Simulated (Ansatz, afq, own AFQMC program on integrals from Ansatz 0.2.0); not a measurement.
## GeH5O, doublet in cc-pVDZ, levels against CCSDT(Q)

```xyz
7

Ge   -0.5340    0.0101    0.0000
H    -1.0455    1.4567    0.0000
H    -1.0455   -0.7132    1.2528
H    -1.0455   -0.7132   -1.2528
H     1.3800    0.0101    0.0000
O     2.3700    0.0101    0.0000
H     2.6218   -0.9298    0.0000
```

Basis cc-pVDZ. Only valence electrons are correlated. Ansatz 0.2.0 and our own AFQMC program on the same integrals; the CISD trial comes from CCSD amplitudes, and released means the phaseless constraint is let go. Error bars are statistical, one sigma. No spin–orbit coupling.

Determinant: UHF, the one that the program's search chose, which needn't be the lowest solution. The geometry is a point of a scan.

No full CI on the walks' own integrals is used here; CCSDT(Q) serves as the reference and is uncertain by about the last step of the cluster series.

Cautions: no relativity below Rb; no spin-orbit coupling; inner d shell frozen.

The T1 diagnostic is 0.0115 and the weight of the determinant in the CISD state is 0.879. The ⟨S²⟩ of the determinant is 0.758. The size of the correlated space is 15 electrons in 51 orbitals.

```json
{"level": "MP2", "correlation energy (eV)": "-8.2259"}
{"level": "CCSD", "correlation energy (eV)": "-9.1556"}
{"level": "CCSD(T)", "correlation energy (eV)": "-9.3258"}
```

Q: Estimate where AFQMC with the constraint released lies against CCSD(T) on the same integrals.

A: 47.4 ± 5.5 meV below CCSD(T).

Reference: CCSDT(Q), correlation energy -9.365 eV. The released energy is read at 1.50 1/Eh (meV from the phaseless value at times in 1/Eh: -9 ± 4 at 0.24, -14 ± 3 at 0.51, -13 ± 4 at 0.99, -19 ± 6 at 1.50).

```tsv
level	E − E(reference) (meV)	share of correlation (%)
CCSD(T)	38.7	99.59
CCSDT	16.9	99.82
ph-AFQMC/HF	-33.9 ± 35.1	100.36
ph-AFQMC/CISD	10.2 ± 3.9	99.89
released AFQMC	-8.7 ± 5.5	100.09
```

A walk keeps the symmetry of its determinant, which the program's search chose and which needn't be the lowest solution, so a lower state of the same spin and another symmetry isn't excluded. Released energies are given only where the last usable release times agree within the noise; a slower fall can still hide under it.
